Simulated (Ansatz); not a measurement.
`CBS` + H₂ → `BS` + CH₄ at 400 K and 1 bar (hydrogenolysis of a B–C bond).

Calculated with Ansatz (gas phase, PBE0-D4/def2-TZVP geometries, no zero-point term in ΔE). CBS: MP2 limit from def2 TZ/QZ plus the TZ coupled-cluster correction, frozen cores. This one scheme is used for every species. One conformer a species, not always the lowest.

```tsv
species	CCSD(T)/CBS energy (Eh)	H − E (kJ/mol)	S (J/(mol·K))
`CBS`	-463.66090	177.9	309.0
H₂	-1.17544	38.0	139.0
`BS`	-424.38198	95.9	260.4
CH₄	-40.46206	131.3	197.2
```

H − E and S are ideal-gas, rigid-rotor, harmonic terms from PBE0-D4/def2-TZVP, for one conformer and one mirror image of each species. For small species the MP2-based limit differs from directly extrapolated CCSD(T) by up to some mEh (0.8 for H₂); such offsets cancel only in part. 1 Eh = 2625.50 kJ/mol, R = 8.31446 J/(mol·K).

Q: By hand: ΔE, ΔH, ΔS and ΔG.

A: ΔE = (-424.38198) + (-40.46206) − (-463.66090) − (-1.17544) = -0.00770 Eh = -20.2 kJ/mol. Δ(H − E) = 95.9 + 131.3 − 177.9 − 38.0 = 11.3, so ΔH = -8.9 kJ/mol. ΔS = 260.4 + 197.2 − 309.0 − 139.0 = 9.6 J/(mol·K). ΔG = -8.9 − 400 × (9.6)/1000 = -12.7 kJ/mol.

Q: By hand: the equilibrium constant, and the temperature at which ΔG would vanish if ΔH and ΔS stayed fixed.

A: log₁₀ K = −ΔG/(RT ln 10) = 1.7. ΔH and −TΔS have one sign here, so there is no such temperature.

TΔS isn't small against ΔH here. A doubt of 5 kJ/mol in ΔE shifts log₁₀ K by 0.7 here. Other conformers and mirror images would add mixing entropy, several J/(mol·K) or more a flexible species. These are equilibria of isolated gas molecules and say nothing of rates. Largest T1 diagnostic: 0.015 (customary marks: 0.02 for closed shells, 0.045 for open ones).

ΔS is within the doubt of such terms, so its sign, and with it that verdict, could turn.
